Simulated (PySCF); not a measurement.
C3H3ClO2.
Structure used (PBE0-D3(BJ)/def2-SVP), in Å, numbered top down from 1:
```
atom  x, y, z in Å
O1    -1.4936   -1.5863    0.3442
C2    -0.8951   -0.5603    0.1351
O3    -1.5120    0.5961   -0.1238
C4     0.5794   -0.4912    0.1483
C5     1.4038    0.5240   -0.1425
Cl6    0.9805    2.1089   -0.6198
H7    -2.4616    0.4006   -0.1050
H8     1.0454   -1.4391    0.4261
H9     2.4860    0.3779   -0.0884
```

Level of theory: PySCF, delta-SCF UKS SCAN, pcX-2 on the ionised atom, pcseg-1 elsewhere, spin-free X2C. Binding energies are ΔSCF values: E(core-ionised, relaxed orbitals) − E(ground state) at a fixed geometry, referred to the vacuum level.

Some binding energies are withheld.

| atom(s) | bonded to | level | binding energy (eV) |
| --- | --- | --- | --- |
| C2 | O (double bond), O and C | C 1s | 294.95 |
| C4 | C (double bond), C and H | C 1s | ? |
| C5 | Cl, C (double bond) and H | C 1s | 292.75 |
| O1 | C (double bond) | O 1s | ? |
| O3 | C and H | O 1s | ? |
| Cl6 | C | Cl 1s | 2829.45 |
| Cl6 | C | Cl 2p3/2 | 206.85 |

Problem. What is the O 1s binding energy of O3?

Solution. 540.16 eV (acid hydroxyl oxygen).

Problem. What is the C 1s binding energy of C4?

Solution. 291.36 eV (alkene CH carbon). The nearest listed C 1s value is that of C5; the shift against it is -1.39 eV.

Problem. Fill in O 1s for O1.

Solution. 537.68 eV (acid carbonyl oxygen).

Lowest listed C 1s: C4, bonded to C (double bond), C and H. Highest, 3.59 eV above it: C2, bonded to O (double bond), O and C.

Problem. Which effective nuclear charge Zeff reproduces each element's mean 1s value in the hydrogen-like formula E = 13.606 eV × Zeff²?

Solution. C (Z = 6): mean 293.0 eV, Zeff = 4.64, Z − Zeff = 1.36; O (Z = 8): mean 538.9 eV, Zeff = 6.29, Z − Zeff = 1.71; Cl (Z = 17): mean 2829.4 eV, Zeff = 14.42, Z − Zeff = 2.58. Means run over the listed sites, weighted by atom count.

The 2p values add to the ΔSCF energy of one spin-free hole a correction within the shell (spin–orbit coupling, ligand field). 2p1/2 minus 2p3/2 (ligand field included): Cl 1.65 eV. The structure is a single PBE0-D3(BJ)/def2-SVP conformer in the gas phase; no vibrational or solvent corrections.
